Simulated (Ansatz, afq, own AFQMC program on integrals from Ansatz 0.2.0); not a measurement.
**Where AFQMC and coupled cluster stand for B, doublet**

A free B atom.

Basis 6-31G. Noble-gas cores (and the filled d shells of Ga–Kr and In–Xe) are frozen. Ansatz 0.2.0 and our own AFQMC program on the same integrals; the CISD trial comes from CCSD amplitudes, and released means the phaseless constraint is let go. Free projection: walkers drawn from exp(T), propagated without any constraint. Its projection time is finite, and what remains of the start isn't in its error. ± is one standard error of the sampling.

Determinant: UHF, the one that the program's search chose, which needn't be the lowest solution.

Full CI on the same integrals is exact in this basis and with this determinant's frozen core.

Cautions: the ph-AFQMC/CISD walk drifts between its halves (2.4 errors).

The T1 diagnostic is 0.0054, the weight of the determinant in the CISD state is 0.942 and the ⟨S²⟩ of the determinant is 0.750. The size of the correlated space is 3 electrons in 8 orbitals.

**Question.** Estimate: order these by the size of their error in total energy against full CI, smallest first.
A. phaseless AFQMC with the Hartree–Fock trial
B. CCSD
C. MP2
D. free-projection AFQMC

**Answer.** D (0.00 ± 0.002 kcal/mol), B (0.32 kcal/mol), A (2.83 ± 0.20 kcal/mol), C (12.22 kcal/mol).

Reference: full CI, correlation energy -1.153 eV.

Free projections are given only where their last times agree within the noise and don't stop above the reference; a slow remainder of the start can still hide under it. A walk keeps the symmetry of its determinant, which the program's search chose and which needn't be the lowest solution, so a lower state of the same spin and another symmetry isn't excluded.
